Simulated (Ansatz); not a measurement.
System: pyrite RuS2. Method: PBE0 in Ansatz (PAW).

Input:

Ansatz 0.2 input:
```yaml
crystal:
  lattice:
    - [5.6318857458, 0.0, 0.0]
    - [0.0, 5.6318857458, 0.0]
    - [0.0, 0.0, 5.6318857458]
  atoms:
    - { symbol: Ru, position: [0.0, 0.5, 0.5] }
    - { symbol: Ru, position: [0.5, 0.0, 0.5] }
    - { symbol: Ru, position: [0.0, 0.0, 0.0] }
    - { symbol: Ru, position: [0.5, 0.5, 0.0] }
    - { symbol: S, position: [0.612085988, 0.887914012, 0.112085988] }
    - { symbol: S, position: [0.112085988, 0.612085988, 0.887914012] }
    - { symbol: S, position: [0.612085988, 0.612085988, 0.612085988] }
    - { symbol: S, position: [0.387914012, 0.387914012, 0.387914012] }
    - { symbol: S, position: [0.887914012, 0.112085988, 0.612085988] }
    - { symbol: S, position: [0.887914012, 0.387914012, 0.112085988] }
    - { symbol: S, position: [0.112085988, 0.887914012, 0.387914012] }
    - { symbol: S, position: [0.387914012, 0.112085988, 0.887914012] }
kpoints:
  mp_grid: { grid: [4, 4, 4] }
hamiltonian:
  xc: pbe0
  pseudopotentials: { kind: paw }
  dispersion: none
scf:
  occupations: { method: gaussian, width: 0.02 }
output:
  forces: true
  stress: true
  eigenvalues: true
basis:
  ecutwfc: 500
  ecutrho_ratio: 4
  xc_grid: 2
magnetization:
  spin_polarized: false
```

Task: How many irreducible k-points, plane waves at Γ does the program set up, and what pressure does the run end with?

Result: 11 irreducible k-points, 4553 plane waves at Γ; P = -3.31 GPa, so the cell is stretched on average and its volume would shrink at this level.

Excerpt of the program's output:

```
WARN output.stress: scf.convergence.dr2_threshold = 1e-7 eV (the SCF's general default) is looser than the 1.2e-9 eV advised for a printed stress (1e-10 eV for …
WARN output.stress: scf.exx.energy_threshold = 1e-6 eV is looser than the 1.2e-7 eV advised for a stress under a hybrid functional (1e-8 eV for each atom of …
Crystal: 12 atoms, lattice volume = 178.633 Å³
Basis set: ecut = 500 eV, 4553 PW (Γ), exchange–correlation on 90×90×90 points (8 copies of the dense FFT grid, shifted against one another)
Bands: 68, of which v1, the nominal top of the filled ones, is band 56 counted from 1 (55 counted from 0)
Symmetry: 24 space group operations
Space group: Pa-3 (ITA 205), of the structure as read, at distance tolerance 5.6e-5 Å
k-points: 11 of 64
Functional: x = pbe(κ = 0.804, μ = 0.2195149727645171), c = pbe(β = 0.06672455060314922), warm-up for x = 0.75 pbe(κ = 0.804, μ = 0.2195149727645171) + 0.25 exact, c = pbe(β = 0.06672455060314922)
SCF iter   1: F=—  HF=-30738.003224 eV  |F-HF|=—  |Δ(HF+E_count)|=         —  Δρ=2.57e-3  dr2=6.66e-3
SCF iter   2: F=—  HF=-30738.003179 eV  |F-HF|=—  |Δ(HF+E_count)|=   4.52e-5  Δρ=1.10e-3  dr2=9.78e-4
  ...
Crystal: 12 atoms, lattice volume = 178.633 Å³
Initial density: handed on by an earlier stage of this run
Functional: x = 0.75 pbe(κ = 0.804, μ = 0.2195149727645171) + 0.25 exact, c = pbe(β = 0.06672455060314922)
Crystal: 12 atoms, lattice volume = 178.633 Å³
SCF 3 converged in 6 iterations: F = -30750.524776 eV  dr2 = 1.72e-9
Crystal: 12 atoms, lattice volume = 178.633 Å³
SCF iter   2: F=—  HF=-30750.524741 eV  |F-HF|=—  |Δ(HF+E_count)|=   2.11e-7  Δρ=5.86e-6  dr2=1.30e-8
SCF iter   3: F=-30750.524741 eV  HF=-30750.524741 eV  |F-HF|=5.21e-9  |Δ(HF+E_count)|=   9.55e-8  Δρ=2.54e-6  dr2=6.55e-9
SCF 4 converged in 3 iterations: F = -30750.524741 eV  dr2 = 6.55e-9
Free energy (F): -30750.524742 eV
Internal energy: -30750.524742 eV  (E = F + TS)
E sigma→0 (E₀):  -30750.524742 eV
Fermi energy:    13.235830 eV
--- Forces (eV/Å), atoms counted from 1 ---
  atom   1  Ru     0.00000000    -0.00000000    -0.00000000
  atom   2  Ru     0.00000000    -0.00000000    -0.00000000
  atom   3  Ru     0.00000000    -0.00000000    -0.00000000
  atom   4  Ru     0.00000000    -0.00000000     0.00000000
  atom   5  S     -0.26122401     0.26122401    -0.26122401
  atom   6  S     -0.26122401    -0.26122401     0.26122401
  atom   7  S     -0.26122401    -0.26122401    -0.26122401
  atom   8  S      0.26122401     0.26122401     0.26122401
  atom   9  S      0.26122401    -0.26122401    -0.26122401
  atom  10  S      0.26122401     0.26122401    -0.26122401
  atom  11  S     -0.26122401     0.26122401     0.26122401
  atom  12  S      0.26122401    -0.26122401     0.26122401
--- Stress (GPa, compression-positive) ---
       -3.307096       0.000000       0.000000
        0.000000      -3.307096       0.000000
        0.000000       0.000000      -3.307096
  P = ⅓ Tr σ = -3.3071 GPa (-33.071 kbar)
```

The PAW data were made under PBE.

Note: cell and atoms aren't relaxed at this level (largest force component 0.26 eV/Å, pressure -3.3 GPa).

The result took very roughly 7 core-minutes.

Ansatz is a quantum-chemistry and plane-wave program.
